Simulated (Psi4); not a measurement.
**BH5Si (boranylsilane): a first try and a second**

Aim: a single-point energy of BH5Si (boranylsilane) at FNO-MP4/cc-pVDZ-DK (sfX2C, density fitting).

The calculation is run with Psi4 1.11.

## 1. The structure to begin with

BH5Si has 7 atoms, charge 0, and is taken as a singlet. SMILES: `B[SiH3]`. The coordinates come from a PBE0-D4/def2-TZVP relaxation.

Bond lengths: B1–Si2 2.010 Å, B1–H3 1.196 Å, B1–H4 1.195 Å, Si2–H5 1.492 Å, Si2–H6 1.492 Å, Si2–H7 1.487 Å. Angles: B1–Si2–H5 108.8°, B1–Si2–H6 108.8°, B1–Si2–H7 115.1°, Si2–B1–H3 118.9°, Si2–B1–H4 123.6°, H5–Si2–H6 107.3°, H5–Si2–H7 108.3°, H6–Si2–H7 108.3°, H3–B1–H4 117.5°.

## 2. First attempt

Input file bh5si.py:

```python
import psi4

psi4.set_memory(1600000000)
psi4.set_num_threads(1)
psi4.core.set_output_file('psi4.out', False)

geom = psi4.geometry("""
0 2
B     -0.043200    -1.189000     0.204300
Si     0.089100     0.785300    -0.148500
H     -1.126000    -1.690600     0.290100
H      0.906400    -1.902500     0.335400
H     -0.616000     1.093400    -1.427200
H     -0.623600     1.516700     0.939600
H      1.474500     1.318800    -0.239500
""")

psi4.set_options(dict(basis='cc-pVDZ-DK', freeze_core=True, relativistic='x2c'))

E = psi4.energy("fno-mp4")
print(f'total energy {E:.8f} hartree = {E * 27.211386:.5f} eV')
for k, v in sorted(psi4.core.scalar_variables().items()):
    print(f'{k:45s} {v:18.10f}')
```

Run with:

```console
$ python bh5si.py
```

stdout:

```text
qcelemental.exceptions.ValidationError: Inconsistent or unspecified chg/mult: sys chg: None, frag chg: [0.0], sys mult: None, frag mult: [2]
```

Run time: 1.1 s. Hardware: 1 thread of AMD EPYC 7R43 (Zen 3), shared host; peak memory 0.13 GiB.

## 3. Reading the log

The input was rejected.

The log says `qcelemental.exceptions.ValidationError: Inconsistent or unspecified chg/mult: sys chg: None, frag chg: [0.0], sys mult: None, frag mult: [2]`. The fault: the spin state typed doesn't suit the molecule. To mend it: multiplicity 1 in place of 2.

## 4. Second attempt

Input file run.py:

```python
import psi4

psi4.set_memory(1600000000)
psi4.set_num_threads(1)
psi4.set_output_file('psi4.out', False)

molecule = psi4.geometry("""
0 1
B     -0.043200    -1.189000     0.204300
Si     0.089100     0.785300    -0.148500
H     -1.126000    -1.690600     0.290100
H      0.906400    -1.902500     0.335400
H     -0.616000     1.093400    -1.427200
H     -0.623600     1.516700     0.939600
H      1.474500     1.318800    -0.239500
units angstrom
""")

psi4.set_options({
    'basis': 'cc-pVDZ-DK',
    'freeze_core': True,
    'relativistic': 'x2c',
})

energy_value = psi4.energy("fno-mp4")
print('E =', round(energy_value, 9))
```

Run with:

```console
$ python run.py
```

psi4.out, cut to the lines that bear on the results:

```text
[...]
   @RHF iter   4:  -317.08772686509718   -4.00319e-04   4.34290e-05 DIIS
[...]
   @RHF iter   8:  -317.08774061392984   -4.17856e-10   5.00017e-08 DIIS
[...]
  @RHF Final Energy:  -317.08774061394416
[...]
      * MP2 total energy:                   -317.277504711549
[...]
      * MP3 total energy:                   -317.315288303509
[...]
```

Standard output:

```text
E = -317.3256175
```

Run time: 6.3 s. Hardware: 1 thread of AMD EPYC 7R43 (Zen 3), shared host; peak memory 0.31 GiB.

## 5. Outcome

Level: FNO-MP4/cc-pVDZ-DK (sfX2C, density fitting).

| quantity | value |
| --- | --- |
| total energy | -317.32562 Eh |
| HOMO energy (Hartree–Fock orbitals) | -11.37 eV |
| LUMO energy (Hartree–Fock orbitals) | 1.30 eV |
| HOMO–LUMO gap (Hartree–Fock orbitals) | 12.67 eV |
| correlation energy (6 core orbitals frozen) | -237.9 mEh |
